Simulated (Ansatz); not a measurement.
A nudged elastic band was laid between two geometries of CH₆Si (8 atoms, charge 0, multiplicity 1).

All numbers below come from RKS PBE-D4/def2-SVP in Ansatz 0.2.0.

```json
{
  "movable images": "5",
  "climbing image": "yes",
  "spring": "5.0 eV/Å²",
  "optimiser": "quadratic models (default)",
  "start path": "through a guess of the saddle point",
  "force threshold": "0.05 eV/Å",
  "iteration limit": "60",
  "end points": "relaxed"
}
```

Image 0:

```xyz
8
Properties=species:S:1:pos:R:3
Si 0.380 0.011 0.046
C 0.873 -0.013 1.871
H -0.019 -0.127 2.519
H 1.562 -0.855 2.081
H 1.385 0.930 2.152
H 1.594 0.165 -0.833
H -0.555 1.157 -0.240
H -0.316 -1.269 -0.336
```

Image 6:

```xyz
8
Properties=species:S:1:pos:R:3
Si 0.183 0.020 -0.870
C 1.201 0.017 1.751
H 0.128 -0.156 1.935
H 1.802 -0.820 2.150
H 1.518 0.986 2.176
H 1.463 0.065 0.643
H -0.764 1.053 -0.221
H -0.630 -1.165 -0.302
```

Which bonds break or form, and what moves?

Bonds broken: Si1–C2, Si1–H6. Bonds formed: C2–H6. CH6Si becomes CH4 + H2Si.

What energy profile does the band end with?

It converged. The highest image is number 4 of 0 to 6, 64.4 kcal/mol above the first end and 15.0 kcal/mol above the last; the last end lies 49.4 kcal/mol above the first. Neighbouring images differ by up to 1.4 eV, so the band resolves the path poorly. A vibrational analysis at the climbing image gives one clearly imaginary mode, 1094i cm⁻¹: a first-order saddle point. The orbitals stay closed-shell, which can raise the energy where a bond breaks towards radicals; this wasn't checked here.

| image | path coordinate (Å) | energy (kcal/mol) | Si1–C2 (Å) | Si1–H6 (Å) | C2–H6 (Å) |
| --- | --- | --- | --- | --- | --- |
| 0 | 0.00 | 0.0 | 1.89 | 1.51 | 2.80 |
| 1 | 0.44 | 1.2 | 1.88 | 1.50 | 2.66 |
| 2 | 0.87 | 13.7 | 1.88 | 1.48 | 2.28 |
| 3 | 1.31 | 45.3 | 2.03 | 1.46 | 1.89 |
| 4 | 1.75 | 64.4 | 2.30 | 1.53 | 1.54 |
| 5 | 2.24 | 51.6 | 2.58 | 1.78 | 1.18 |
| 6 | 2.74 | 49.4 | 2.81 | 1.98 | 1.14 |

What is the geometry of the highest image?


```xyz
8
Properties=species:S:1:pos:R:3
Si 0.270 0.011 -0.487
C 1.005 -0.002 1.689
H 0.064 -0.329 2.161
H 1.819 -0.700 1.964
H 1.263 1.033 1.970
H 1.599 -0.042 0.270
H -0.536 1.230 -0.113
H -0.581 -1.201 -0.192
```

Time of the run: 43 s on 1 thread of Arm Neoverse V1 (shared host), peak memory 0.11 GiB.
